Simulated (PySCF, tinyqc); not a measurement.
Inside a calculation. Method: coupled-perturbed Hartree-Fock on RHF in the sto-3g basis, for CH2, spin multiplicity 1. The lowest restricted solution is unstable here: a spin-polarised one lies 0.0335 hartree lower (PySCF). Computed by tinyqc, a small Python program that keeps every step (integrals from PySCF). Settings: charge = 0, multiplicity = 1, basis = sto-3g, method = RHF, energy threshold = 1e-10, iteration cap = 52, orthogonalisation = symmetric, start = Wolfsberg-Helmholz matrix, DIIS depth = 6. Command: `OMP_NUM_THREADS=1 python tinyqc.py 23397 23398 out.jsonl` (the two numbers bound the seeds that draw the settings). One thread of a shared host (Intel(R) Xeon(R) Processor @ 2.60GHz), about 0.2 s of CPU time with the checks. The early iterations of the SCF are left out here.

## One-electron integrals

Geometry (angstrom):
```
atom         x          y         z
C     0.000000   0.000000  0.000000
H     0.000000   0.933000  0.618000
H     0.000000  -0.933000  0.618000
```

Basis sto-3g: exponents (1/bohr^2) and contraction coefficients of normalised primitives:
```
element  l (shell)   exponent  coefficient
C            s (1)  71.616837     0.154329
C            s (1)  13.045096     0.535328
C            s (1)   3.530512     0.444635
C            s (2)   2.941249    -0.099967
C            s (2)   0.683483     0.399513
C            s (2)   0.222290     0.700115
C            p (3)   2.941249     0.155916
C            p (3)   0.683483     0.607684
C            p (3)   0.222290     0.391957
H            s (1)   3.425251     0.154329
H            s (1)   0.623914     0.535328
H            s (1)   0.168855     0.444635
```

Overlap, kinetic and nuclear-attraction integrals over the contracted functions; the nuclear repulsion is the sum of Za Zb / Rab.

nuclear repulsion = 5.95784076 hartree

overlap S, lower triangle:
```
           1C 1s     1C 2s    1C 2px     1C 2py    1C 2pz     2H 1s     3H 1s
1C 1s   1.000000
1C 2s   0.248362  1.000000
1C 2px  0.000000  0.000000  1.000000
1C 2py  0.000000  0.000000  0.000000   1.000000
1C 2pz  0.000000  0.000000  0.000000   0.000000  1.000000
2H 1s   0.058185  0.474131  0.000000   0.381083  0.252422  1.000000
3H 1s   0.058185  0.474131  0.000000  -0.381083  0.252422  0.147955  1.000000
```

kinetic energy T (hartree), lower triangle:
```
            1C 1s     1C 2s    1C 2px     1C 2py    1C 2pz      2H 1s     3H 1s
1C 1s   15.891122
1C 2s   -0.085890  0.472250
1C 2px   0.000000  0.000000  1.477728
1C 2py   0.000000  0.000000  0.000000   1.477728
1C 2pz   0.000000  0.000000  0.000000   0.000000  1.477728
2H 1s   -0.011378  0.097611  0.000000   0.203060  0.134503   0.760032
3H 1s   -0.011378  0.097611  0.000000  -0.203060  0.134503  -0.007859  0.760032
```

nuclear attraction V (hartree), lower triangle:
```
             1C 1s      1C 2s     1C 2px     1C 2py     1C 2pz      2H 1s      3H 1s
1C 1s   -34.598450
1C 2s    -4.427107  -6.112151
1C 2px    0.000000   0.000000  -5.989707
1C 2py    0.000000   0.000000   0.000000  -6.157849
1C 2pz   -0.017744  -0.183839   0.000000   0.000000  -6.063479
2H 1s    -1.056373  -2.465676   0.000000  -1.831459  -1.258425  -4.292578
3H 1s    -1.056373  -2.465676   0.000000   1.831459  -1.258425  -0.698270  -4.292578
```

core Hamiltonian H = T + V (hartree), lower triangle:
```
             1C 1s      1C 2s     1C 2px     1C 2py     1C 2pz      2H 1s      3H 1s
1C 1s   -18.707328
1C 2s    -4.512997  -5.639901
1C 2px    0.000000   0.000000  -4.511979
1C 2py    0.000000   0.000000   0.000000  -4.680121
1C 2pz   -0.017744  -0.183839   0.000000   0.000000  -4.585751
2H 1s    -1.067751  -2.368064   0.000000  -1.628399  -1.123922  -3.532546
3H 1s    -1.067751  -2.368064   0.000000   1.628399  -1.123922  -0.706129  -3.532546
```

## Two-electron integrals

Functions are numbered as in S; the eight-fold symmetry (ij|kl) = (ji|kl) = (kl|ij) leaves the list below.

Two-electron integrals (ij|kl) in chemists' order, unique and non-zero (hartree):
```
(11|11) 3.541948    (21|11) 0.576921    (21|21) 0.111888    (22|11) 0.854682
(22|21) 0.205284    (22|22) 0.624709    (31|31) 0.020296    (32|31) 0.030858
(32|32) 0.137996    (33|11) 0.852436    (33|21) 0.205335    (33|22) 0.624568
(33|33) 0.672833    (41|41) 0.020296    (42|41) 0.030858    (42|42) 0.137996
(43|43) 0.036269    (44|11) 0.852436    (44|21) 0.205335    (44|22) 0.624568
(44|33) 0.600295    (44|44) 0.672833    (51|51) 0.020296    (52|51) 0.030858
(52|52) 0.137996    (53|53) 0.036269    (54|54) 0.036269    (55|11) 0.852436
(55|21) 0.205335    (55|22) 0.624568    (55|33) 0.600295    (55|44) 0.600295
(55|55) 0.672833    (61|11) 0.136145    (61|21) 0.026238    (61|22) 0.048025
(61|33) 0.047860    (61|41) 0.001344    (61|42) 0.002494    (61|44) 0.048215
(61|51) 0.000890    (61|52) 0.001652    (61|54) 0.000236    (61|55) 0.048016
(61|61) 0.006293    (62|11) 0.317785    (62|21) 0.077304    (62|22) 0.257791
(62|33) 0.251695    (62|41) 0.006138    (62|42) 0.041782    (62|44) 0.264241
(62|51) 0.004066    (62|52) 0.027676    (62|54) 0.008310    (62|55) 0.257200
(62|61) 0.018900    (62|62) 0.137941    (63|31) 0.007971    (63|32) 0.041687
(63|43) 0.008238    (63|53) 0.005457    (63|63) 0.017242    (64|11) 0.222889
(64|21) 0.054934    (64|22) 0.194252    (64|33) 0.184432    (64|41) 0.011784
(64|42) 0.070997    (64|44) 0.209789    (64|51) 0.002526    (64|52) 0.019414
(64|54) 0.011339    (64|55) 0.188328    (64|61) 0.014082    (64|62) 0.123531
(64|64) 0.125869    (65|11) 0.147637    (65|21) 0.036387    (65|22) 0.128668
(65|33) 0.122164    (65|41) 0.002526    (65|42) 0.019414    (65|44) 0.128046
(65|51) 0.009644    (65|52) 0.054547    (65|54) 0.012135    (65|55) 0.135659
(65|61) 0.009327    (65|62) 0.081825    (65|64) 0.071952    (65|65) 0.064902
(66|11) 0.463128    (66|21) 0.114597    (66|22) 0.433514    (66|33) 0.410399
(66|41) 0.011687    (66|42) 0.105892    (66|44) 0.458248    (66|51) 0.007741
(66|52) 0.070140    (66|54) 0.031694    (66|55) 0.431393    (66|61) 0.028459
(66|62) 0.290204    (66|64) 0.287419    (66|65) 0.190380    (66|66) 0.774606
(71|11) 0.136145    (71|21) 0.026238    (71|22) 0.048025    (71|33) 0.047860
(71|41) -0.001344   (71|42) -0.002494   (71|44) 0.048215    (71|51) 0.000890
(71|52) 0.001652    (71|54) -0.000236   (71|55) 0.048016    (71|61) 0.006101
(71|62) 0.017789    (71|64) 0.012021    (71|65) 0.008789    (71|66) 0.026237
(71|71) 0.006293    (72|11) 0.317785    (72|21) 0.077304    (72|22) 0.257791
(72|33) 0.251695    (72|41) -0.006138   (72|42) -0.041782   (72|44) 0.264241
(72|51) 0.004066    (72|52) 0.027676    (72|54) -0.008310   (72|55) 0.257200
(72|61) 0.017789    (72|62) 0.100808    (72|64) 0.064477    (72|65) 0.058195
(72|66) 0.167268    (72|71) 0.018900    (72|72) 0.137941    (73|31) 0.007971
(73|32) 0.041687    (73|43) -0.008238   (73|53) 0.005457    (73|63) 0.011849
(73|73) 0.017242    (74|11) -0.222889   (74|21) -0.054934   (74|22) -0.194252
(74|33) -0.184432   (74|41) 0.011784    (74|42) 0.070997    (74|44) -0.209789
(74|51) -0.002526   (74|52) -0.019414   (74|54) 0.011339    (74|55) -0.188328
(74|61) -0.012021   (74|62) -0.064477   (74|64) -0.030488   (74|65) -0.036461
(74|66) -0.098032   (74|71) -0.014082   (74|72) -0.123531   (74|74) 0.125869
(75|11) 0.147637    (75|21) 0.036387    (75|22) 0.128668    (75|33) 0.122164
(75|41) -0.002526   (75|42) -0.019414   (75|44) 0.128046    (75|51) 0.009644
(75|52) 0.054547    (75|54) -0.012135   (75|55) 0.135659    (75|61) 0.008789
(75|62) 0.058195    (75|64) 0.036461    (75|65) 0.044757    (75|66) 0.102739
(75|71) 0.009327    (75|72) 0.081825    (75|74) -0.071952   (75|75) 0.064902
(76|11) 0.087552    (76|21) 0.021386    (76|22) 0.074184    (76|33) 0.072116
(76|44) 0.074275    (76|51) 0.001845    (76|52) 0.013487    (76|55) 0.076090
(76|61) 0.005115    (76|62) 0.036133    (76|64) 0.027999    (76|65) 0.023534
(76|66) 0.071787    (76|71) 0.005115    (76|72) 0.036133    (76|74) -0.027999
(76|75) 0.023534    (76|76) 0.011547    (77|11) 0.463128    (77|21) 0.114597
(77|22) 0.433514    (77|33) 0.410399    (77|41) -0.011687   (77|42) -0.105892
(77|44) 0.458248    (77|51) 0.007741    (77|52) 0.070140    (77|54) -0.031694
(77|55) 0.431393    (77|61) 0.026237    (77|62) 0.167268    (77|64) 0.098032
(77|65) 0.102739    (77|66) 0.282022    (77|71) 0.028459    (77|72) 0.290204
(77|74) -0.287419   (77|75) 0.190380    (77|76) 0.071787    (77|77) 0.774606
```

## Orthogonalisation

S = U s U^T; symmetric (Loewdin) form X = U s^(-1/2) U^T, so that X^T S X = 1.

eigenvalues of S: 0.293369  0.382036  0.870459  1.000000  1.096774  1.470009  1.887352

X, lower triangle:
```
            1C 1s      1C 2s    1C 2px     1C 2py     1C 2pz      2H 1s     3H 1s
1C 1s    1.027046
1C 2s   -0.153933   1.284361
1C 2px   0.000000   0.000000  1.000000
1C 2py   0.000000   0.000000  0.000000   1.167407
1C 2pz  -0.012809   0.135420  0.000000   0.000000   1.070504
2H 1s    0.026127  -0.336273  0.000000  -0.277799  -0.175673   1.247104
3H 1s    0.026127  -0.336273  0.000000   0.277799  -0.175673  -0.028158  1.247104
```

## Iteration 7 (converged): orbitals

converged F (hartree), lower triangle:
```
             1C 1s      1C 2s    1C 2px     1C 2py     1C 2pz      2H 1s      3H 1s
1C 1s   -10.993170
1C 2s    -2.954904  -1.450548
1C 2px    0.000000   0.000000  0.231151
1C 2py    0.000000   0.000000  0.000000  -0.229697
1C 2pz   -0.026470  -0.090297  0.000000   0.000000  -0.246279
2H 1s    -0.706697  -0.689583  0.000000  -0.364773  -0.276718  -0.473675
3H 1s    -0.706697  -0.689583  0.000000   0.364773  -0.276718  -0.221449  -0.473675
```

Diagonalise F' = X^T F X, C = X C', fill 4 alpha and 4 beta electrons from the bottom; D = 2 C_occ C_occ^T. Each column has its largest component positive (the first on a tie).

F' = X^T F X (hartree), lower triangle:
```
            1          2         3          4          5          6         7
1  -10.760948
2   -1.558978  -0.581525
3    0.000000   0.000000  0.231151
4    0.000000   0.000000  0.000000   0.121221
5   -0.049668   0.139081  0.000000   0.000000  -0.101327
6   -0.095718  -0.435844  0.000000  -0.435510  -0.280374   0.020395
7   -0.095718  -0.435844  0.000000   0.435510  -0.280374  -0.050868  0.020395
```

orbital energies (hartree): MO1 -10.999112, MO2 -0.824340, MO3 -0.520169, MO4 -0.295410, MO5 0.231151, MO6 0.644587, MO7 0.712653

coefficients C:
```
              MO1        MO2        MO3        MO4       MO5        MO6        MO7
1C 1s    0.993101  -0.217484   0.000000   0.130244  0.000000  -0.171860   0.000000
1C 2s    0.029959   0.672039   0.000000  -0.596280  0.000000   1.053420   0.000000
1C 2px   0.000000   0.000000   0.000000   0.000000  1.000000   0.000000   0.000000
1C 2py   0.000000   0.000000   0.525211   0.000000  0.000000   0.000000   1.114153
1C 2pz   0.005980   0.159746   0.000000   0.788420  0.000000   0.760949   0.000000
2H 1s   -0.007063   0.272572   0.458010   0.220458  0.000000  -0.874409  -0.824952
3H 1s   -0.007063   0.272572  -0.458010   0.220458  0.000000  -0.874409   0.824952
```

D after iteration 7, lower triangle:
```
            1C 1s      1C 2s    1C 2px     1C 2py    1C 2pz      2H 1s     3H 1s
1C 1s    2.101025
1C 2s   -0.388134   1.616167
1C 2px   0.000000   0.000000  0.000000
1C 2py   0.000000   0.000000  0.000000   0.551693
1C 2pz   0.147767  -0.725168  0.000000   0.000000  1.294320
2H 1s   -0.075161   0.103026  0.000000   0.481104  0.434626   0.665440
3H 1s   -0.075161   0.103026  0.000000  -0.481104  0.434626  -0.173653  0.665440
```

## Convergence

Stop when the energy changes by less than 1e-10 hartree and every element of the error matrix X^T (F D S - S D F) X is below 3e-06.

Course of the cycle:
```
iteration   E (hartree)     change  largest element of the error matrix
1          -38.21859466          -                             2.98e-01
2          -38.35651882  -1.38e-01                             6.75e-02
3          -38.36585106  -9.33e-03                             2.17e-02
4          -38.36667607  -8.25e-04                             2.38e-03
5          -38.36669349  -1.74e-05                             1.54e-04
6          -38.36669354  -4.83e-08                             1.94e-06
7          -38.36669354  -5.61e-12                             4.02e-08
```

PySCF RHF in the same basis = -38.36669354 hartree

Converged in 7 iterations.

## Integrals over molecular orbitals

(pq|rs) = sum C_ip C_jq C_kr C_ls (ij|kl), one index at a time.

one-electron integrals over orbitals h = C^T H C (hartree), lower triangle:
```
            1          2          3          4          5          6          7
1  -18.692418
2    0.353199  -4.575583
3    0.000000   0.000000  -4.043665
4   -0.197383   0.177903   0.000000  -4.373837
5    0.000000   0.000000   0.000000   0.000000  -4.511979
6    0.259832  -0.830329   0.000000  -0.378557   0.000000  -3.529572
7    0.000000   0.000000  -0.853636   0.000000   0.000000   0.000000  -3.669827
```

Two-electron integrals over orbitals (pq|rs), unique and non-zero (hartree):
```
(11|11) 3.506826    (21|11) -0.289019   (21|21) 0.038157    (22|11) 0.714363
(22|21) -0.006616   (22|22) 0.550862    (31|31) 0.007516    (32|31) 0.013133
(32|32) 0.144546    (33|11) 0.607061    (33|21) -0.002295   (33|22) 0.517393
(33|33) 0.526569    (41|11) 0.169588    (41|21) -0.018820   (41|22) 0.015617
(41|33) 0.006687    (41|41) 0.027201    (42|11) -0.082226   (42|21) 0.007610
(42|22) 0.028916    (42|33) 0.021813    (42|41) 0.012606    (42|42) 0.073382
(43|31) -0.002778   (43|32) 0.021471    (43|43) 0.032371    (44|11) 0.808254
(44|21) -0.013618   (44|22) 0.496478    (44|33) 0.466226    (44|41) -0.011982
(44|42) -0.083341   (44|44) 0.669468    (51|51) 0.021722    (52|51) 0.023341
(52|52) 0.089117    (53|53) 0.020194    (54|51) -0.013581   (54|52) -0.039773
(54|54) 0.052778    (55|11) 0.851987    (55|21) -0.009217   (55|22) 0.543740
(55|33) 0.484977    (55|41) 0.004912    (55|42) -0.043545   (55|44) 0.582767
(55|55) 0.672833    (61|11) -0.224931   (61|21) 0.032349    (61|22) 0.001379
(61|33) 0.001072    (61|41) -0.005588   (61|42) 0.014867    (61|44) -0.020456
(61|55) -0.005859   (61|61) 0.033504    (62|11) 0.247486    (62|21) -0.005425
(62|22) 0.082921    (62|33) 0.028268    (62|41) 0.014796    (62|42) -0.000548
(62|44) 0.075943    (62|55) 0.125223    (62|61) 0.002522    (62|62) 0.097947
(63|31) 0.001453    (63|32) -0.067888   (63|43) -0.027530   (63|63) 0.082072
(64|11) 0.104898    (64|21) 0.000013    (64|22) 0.032278    (64|33) 0.005112
(64|41) 0.002863    (64|42) -0.008476   (64|44) 0.060315    (64|55) 0.049327
(64|61) 0.001878    (64|62) 0.047206    (64|64) 0.033255    (65|51) 0.016794
(65|52) 0.056329    (65|54) -0.014475   (65|65) 0.044719    (66|11) 0.697559
(66|21) -0.005570   (66|22) 0.540698    (66|33) 0.516244    (66|41) 0.022355
(66|42) 0.055948    (66|44) 0.455968    (66|55) 0.505620    (66|61) 0.006886
(66|62) 0.062465    (66|64) 0.020980    (66|66) 0.576161    (71|31) 0.012691
(71|32) 0.019962    (71|43) -0.004993   (71|63) 0.002130    (71|71) 0.021555
(72|31) 0.008609    (72|32) -0.002977   (72|43) -0.032128   (72|63) 0.047034
(72|71) 0.013600    (72|72) 0.053481    (73|11) 0.249024    (73|21) -0.006159
(73|22) 0.051034    (73|33) 0.026689    (73|41) -0.001061   (73|42) -0.057927
(73|44) 0.123380    (73|55) 0.124051    (73|61) -0.007014   (73|62) 0.074041
(73|64) 0.041625    (73|66) 0.004105    (73|73) 0.118432    (74|31) -0.008999
(74|32) -0.071917   (74|43) 0.010217    (74|63) 0.037736    (74|71) -0.014768
(74|72) -0.008737   (74|74) 0.063334    (75|53) 0.018417    (75|75) 0.022074
(76|31) 0.008739    (76|32) 0.111749    (76|43) 0.033076    (76|63) -0.075844
(76|71) 0.013496    (76|72) -0.027532   (76|74) -0.051599   (76|76) 0.111935
(77|11) 0.749437    (77|21) -0.009092   (77|22) 0.519916    (77|33) 0.523735
(77|41) 0.003916    (77|42) -0.010479   (77|44) 0.526554    (77|55) 0.527541
(77|61) -0.007189   (77|62) 0.043685    (77|64) 0.014746    (77|66) 0.519201
(77|73) 0.063470    (77|77) 0.561685
```

## Response to a field: uncoupled start

dipole integrals <a|y|i> (bohr):
```
          i1         i2         i3         i4
a5  0.000000   0.000000   0.000000   0.000000
a6  0.000000   0.000000  -1.003496   0.000000
a7  0.082972  -0.309437   0.000000  -0.718551
```

Field along y; U_ai = -mu_ai / (e_a - e_i), alpha = -4 sum U_ai mu_ai.

uncoupled U:
```
           i1        i2        i3        i4
a5   0.000000  0.000000  0.000000  0.000000
a6   0.000000  0.000000  0.861550  0.000000
a7  -0.007084  0.201326  0.000000  0.712804
```

uncoupled polarisability = 5.758535 bohr^3

## Coupled step 1

U_ai = -(mu_ai + sum_bj [4 (ai|bj) - (ab|ij) - (aj|bi)] U_bj) / (e_a - e_i); alpha = -4 sum U_ai mu_ai.

U after step 1:
```
           i1        i2        i3        i4
a5   0.000000  0.000000  0.000000  0.000000
a6   0.000000  0.000000  1.014262  0.000000
a7  -0.005921  0.254624  0.000000  0.888421
```

polarisability = 6.941859 bohr^3

## Coupled step 2

As before.

U after step 2:
```
           i1        i2        i3        i4
a5   0.000000  0.000000  0.000000  0.000000
a6   0.000000  0.000000  1.038055  0.000000
a7  -0.005446  0.268617  0.000000  0.936389
```

polarisability = 7.192399 bohr^3

## Coupled polarisability

Repeat until U stops changing; compare with -d2E/dF2.

Course of the coupled iterations:
```
step  alpha (bohr^3)
0           5.758535
1           6.941859
2           7.192399
3           7.247906
4           7.261036
5           7.264415
6           7.265369
7           7.265663
8           7.265760
9           7.265793
10          7.265805
11          7.265809
12          7.265811
13          7.265811
14          7.265812
15          7.265812
16          7.265812
17          7.265812
18          7.265812
```

coupled polarisability = 7.265812 bohr^3

finite-field check, fields of +/-0.001 au = 7.265812 bohr^3
